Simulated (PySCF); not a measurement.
C2H7PS2.
Structure used (GFN2-xTB), in Å, numbered top down from 1:
```
atom  x, y, z in Å
C1     1.8570    0.3634   -0.2460
S2     0.8118    0.8704    1.1449
C3    -0.4772   -0.3945    0.9471
P4    -1.6014   -0.0334   -0.4707
S5    -2.1459   -1.5628   -1.5012
H6     2.6047    1.1367   -0.3865
H7     2.3374   -0.5822   -0.0100
H8     1.2471    0.2653   -1.1432
H9    -1.0613   -0.4228    1.8690
H10   -0.0127   -1.3730    0.7908
H11   -2.6049    0.7303    0.1268
H12   -0.9534    1.0019   -1.1470
```

Computed, not measured: TDDFT CAM-B3LYP/def2-SVPD, vertical, gas phase, core orbitals frozen in the response (PySCF). GFN2-xTB frequencies show an imaginary mode (31i cm⁻¹), so this geometry is no minimum at that level.

Ground-to-excited transition dipoles (e·a0, same axes as the geometry; the sign carries no meaning), for the states with f of 0.002 or more among the lowest 7:

```csv
state,E (eV),μx,μy,μz
S1,5.426,0.194,0.053,0.152
S2,5.654,0.239,-0.153,0.193
S3,5.773,-0.376,0.157,0.124
S4,5.826,-0.181,-0.056,0.107
S5,5.946,-0.190,-0.074,-0.022
S6,6.003,-0.176,0.111,-0.437
S7,6.177,-0.071,0.223,-0.101
```

Question: Work out the oscillator strengths.

Answer: f = (2/3) ΔE |μ|² with ΔE in hartree (27.2114 eV).

```tsv
state	|μ|² (au)	|μ| (D)	f
S1	0.063	0.64	0.008
S2	0.117	0.87	0.016
S3	0.182	1.08	0.026
S4	0.047	0.55	0.007
S5	0.042	0.52	0.006
S6	0.234	1.23	0.034
S7	0.065	0.65	0.010
```

Question: Which bond between heavy atoms lies closest to the direction of the S6 transition dipole?

Answer: C3–P4, at 16° from it; next C1–S2 and P4–S5 at 65°.

Question: What angle do the transition dipoles of S2 and S6 make?

Answer: |cos θ| = |μa·μb| / (|μa| |μb|) = 0.86, so θ ≈ 30° (taken between 0 and 90°, since the signs are arbitrary).

Question: How is the summed strength of these states shared among x, y and z?

Answer: (2/3) Σ ΔE μα² gives 0.048 for x, 0.018 for y and 0.042 for z, 0.108 in all.

Time: 35 s wall. Hardware: an x86-64 server with one thread, on a shared host.

One conformer stands for the species.
